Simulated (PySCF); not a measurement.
# C₂H₃N, SMILES `CC#N` (charge 0, multiplicity 1)

These are TPSSh-D3(BJ)/def2-TZVP // BP86-D3(BJ)/def2-SVP (PySCF) values and carry that method's errors.

The HOMO is -8.59 eV and the dipole moment is 0.831 e·Å. The LUMO is 0.21 eV, the HOMO–LUMO gap is 8.80 eV and the total energy is -3614.04 eV. The cost is about 30 core-seconds (a rough figure).

Bonds (Å): C1–C2 1.461, C1–H4 1.109, C1–H5 1.109, C1–H6 1.109, C2–N3 1.171. Bond angles (°): C2–C1–H4 110.4, C2–C1–H5 110.4, C2–C1–H6 110.4, H4–C1–H5 108.5, H4–C1–H6 108.5, H5–C1–H6 108.5, C1–C2–N3 180.0.
